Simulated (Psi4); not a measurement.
This Psi4 input (PBE0/def2-QZVP) gives -152.49708 Eh with 231 basis functions.

```
memory 8100 MB

molecule {
0 1
C     0.00913574    0.00173503   -1.20562697
C    -0.00077797   -0.00014775    0.10266711
H     0.02818759    0.94008178   -1.73766571
H    -0.00183081   -0.93507619   -1.74059173
O    -0.00956292   -0.00181616    1.26200208
}

set {
  basis def2-qzvp
  scf_type df
}

energy('pbe0')
print_variables()
```

Change:
```diff
- basis def2-qzvp
+ basis aug-cc-pvtz
```

Problem. What does the run give now?

Solution. -152.48447 Eh (PBE0/aug-cc-pVTZ, 184 functions), a change of +12.61 mEh.
